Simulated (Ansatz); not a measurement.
## Molecular dynamics of FH7Si2

input.yaml

```yaml
crystal:
  periodic: [false, false, false]
  atoms:
    - { symbol: Si, position_ang: [-0.352627, 0.029375, -0.002765] }
    - { symbol: Si, position_ang: [0.006389, -0.01459, 2.594044] }
    - { symbol: H, position_ang: [-1.117182, -0.11839, 3.56826] }
    - { symbol: H, position_ang: [0.895267, -1.189629, 2.746816] }
    - { symbol: H, position_ang: [0.725878, 1.261619, 2.812414] }
    - { symbol: F, position_ang: [1.28781, 0.141936, 0.13207] }
    - { symbol: H, position_ang: [-0.682057, 1.356584, -0.557289] }
    - { symbol: H, position_ang: [-0.493994, -1.30026, -0.62688] }
    - { symbol: H, position_ang: [-1.994707, -0.096025, 0.339388] }
    - { symbol: H, position_ang: [-1.284976, -0.070619, 1.294041] }
basis:
  gaussian: { orbitals: "6-31G*" }
hamiltonian:
  xc: b3lyp
  dispersion: d4
md:
  timestep: 0.5
  n_steps: 200
  ensemble: nve
  temperature: 100.0
  initial_velocities: maxwell_boltzmann
  seed: 4506
```

Command:

```bash
$ ansatz run input.yaml --threads 1 --pin off --max-ram 2048MiB --backend cpu --events-out ev --progress --plain --runs-dir out
```

It starts at the highest image of a converged band. Of that band: Neighbouring images differ by up to 2.0 eV, so the band resolves the path poorly. A vibrational analysis at the climbing image gives one clearly imaginary mode, 1368i cm⁻¹: a first-order saddle point.

Output, in part (step lines, the closing report, with atoms numbered from 0):

```
md step     0: t =     0.00 fs  T =   100.0 K  F+E_penalty+E_count = -18584.50362471 eV  E_kin = 0.103408 eV  conserved = -18584.40021671 eV  (22 SCF iters)
md step     1: t =     0.50 fs  T =    98.6 K  F+E_penalty+E_count = -18584.50215985 eV  E_kin = 0.101961 eV  conserved = -18584.40019889 eV  (23 SCF iters)
md step     2: t =     1.00 fs  T =    94.7 K  F+E_penalty+E_count = -18584.49803252 eV  E_kin = 0.097876 eV  conserved = -18584.40015640 eV  (23 SCF iters)
md step     3: t =     1.50 fs  T =    88.8 K  F+E_penalty+E_count = -18584.49190325 eV  E_kin = 0.091807 eV  conserved = -18584.40009650 eV  (23 SCF iters)
md step     4: t =     2.00 fs  T =    81.9 K  F+E_penalty+E_count = -18584.48471299 eV  E_kin = 0.084685 eV  conserved = -18584.40002798 eV  (22 SCF iters)
md step     5: t =     2.50 fs  T =    75.0 K  F+E_penalty+E_count = -18584.47754399 eV  E_kin = 0.077584 eV  conserved = -18584.39995953 eV  (23 SCF iters)
md step     6: t =     3.00 fs  T =    69.2 K  F+E_penalty+E_count = -18584.47147938 eV  E_kin = 0.071580 eV  conserved = -18584.39989915 eV  (24 SCF iters)
md step     7: t =     3.50 fs  T =    65.4 K  F+E_penalty+E_count = -18584.46747818 eV  E_kin = 0.067626 eV  conserved = -18584.39985230 eV  (24 SCF iters)
[... lines left out ...]
Total energy: -18586.13773032 eV, -683.0279634525 hartree
Atom 0 at     0.336803     0.110233     0.267721 Å, force    -3.339296     0.141038     1.376020 eV/Å
Atom 1 at    -0.095093    -0.044749     2.896201 Å, force     1.449848    -0.200296    -1.834629 eV/Å
Atom 2 at    -1.539795     0.122135     2.969680 Å, force    -0.571732    -0.021262    -0.017933 eV/Å
Atom 3 at     0.399772    -1.314850     3.467450 Å, force    -0.205475    -0.318594    -0.078017 eV/Å
Atom 4 at     0.594209     0.960815     3.695841 Å, force     0.139532     0.619002     0.149323 eV/Å
Atom 5 at     1.581820     0.191794    -0.695259 Å, force     1.752614     0.120055    -0.209142 eV/Å
Atom 6 at    -0.599843     1.235805    -0.140671 Å, force     0.547708     0.109571     0.349975 eV/Å
Atom 7 at    -0.501855    -0.991525    -0.287466 Å, force     0.226781    -0.449512     0.264407 eV/Å
Atom 8 at   -11.771284    -1.445027    -0.354825 Å, force    -1.648289     0.887663     0.528979 eV/Å
Atom 9 at   -12.455838    -1.076377    -0.135121 Å, force     1.648309    -0.887665    -0.528983 eV/Å
Dipole moment:    -0.084346    -0.020235     0.304115 e Å
```

The steps, from the saved trajectory:

| time (fs) | T (K) | potential energy less start (eV) | conserved less start (meV/atom) |
| --- | --- | --- | --- |
| 0 | 100 | 0.000 | 0.00 |
| 3 | 69 | 0.032 | 0.03 |
| 6 | 92 | 0.008 | 0.04 |
| 9 | 240 | -0.144 | 0.07 |
| 12 | 629 | -0.548 | -0.10 |
| 15 | 1225 | -1.166 | -0.24 |
| 18 | 1626 | -1.578 | 0.03 |
| 21 | 1903 | -1.865 | -0.06 |
| 24 | 2026 | -1.993 | -0.14 |
| 27 | 2095 | -2.064 | -0.11 |
| 30 | 2242 | -2.216 | -0.06 |
| 33 | 2315 | -2.290 | 0.08 |
| 36 | 2364 | -2.343 | -0.15 |
| 39 | 2255 | -2.230 | -0.19 |
| 42 | 2059 | -2.027 | -0.08 |
| 45 | 1972 | -1.935 | 0.03 |
| 48 | 1993 | -1.956 | 0.12 |
| 51 | 2190 | -2.163 | -0.16 |
| 54 | 2304 | -2.281 | -0.22 |
| 57 | 2266 | -2.240 | -0.10 |
| 60 | 2196 | -2.167 | 0.04 |
| 63 | 2188 | -2.158 | 0.12 |
| 66 | 2354 | -2.333 | -0.19 |
| 69 | 2391 | -2.372 | -0.23 |
| 72 | 2251 | -2.225 | -0.09 |
| 75 | 2044 | -2.010 | 0.05 |
| 78 | 1837 | -1.795 | 0.13 |
| 81 | 1850 | -1.811 | -0.17 |
| 84 | 1889 | -1.852 | -0.21 |
| 87 | 1892 | -1.854 | -0.07 |
| 90 | 1863 | -1.823 | 0.04 |
| 93 | 1728 | -1.682 | 0.11 |
| 96 | 1713 | -1.669 | -0.18 |
| 99 | 1728 | -1.686 | -0.21 |

All steps were run. The conserved energy stayed within 0.32 meV per atom of its start (net change 0.05 meV per atom), so the integration is sound. The kinetic energy rose, since the run started high on the potential surface and went downhill. It ends in pieces (FH5Si2 + H2), so much of that is their flight and rotation, not heat. A run of 0.1 ps of so small a system gives no equilibrium averages. The orbitals stay closed-shell, which can raise the energy where a bond breaks towards radicals; this wasn't checked here.

Between its relaxed ends the band would form Si1–H9, Si2–H10 and break Si1–Si2, H9–H10. These pairs go: Si1–H9 1.68 → 12.22 Å, Si2–H10 1.83 → 12.77 Å, Si1–Si2 2.62 → 2.67 Å, H9–H10 1.19 → 0.81 Å. In the last frame they stand as before the step (other bonds may differ from the relaxed reactants and products). Also parted: Si1–H10 1.60 → 12.85 Å. It ends as FH5Si2 + H2. Pairs count as bonded within 1.25 times the sum of covalent radii (0.12 Å more for H–H).

Last frame:

```xyz
10
Properties=species:S:1:pos:R:3
Si 0.337 0.110 0.268
Si -0.095 -0.045 2.896
H -1.540 0.122 2.970
H 0.400 -1.315 3.467
H 0.594 0.961 3.696
F 1.582 0.192 -0.695
H -0.600 1.236 -0.141
H -0.502 -0.992 -0.287
H -11.771 -1.445 -0.355
H -12.456 -1.076 -0.135
```

Run time: 10 min on 1 thread of Intel(R) Xeon(R) Platinum 8259CL CPU @ 2.50GHz (Skylake/Cascade Lake) (shared host), peak memory 0.16 GiB.
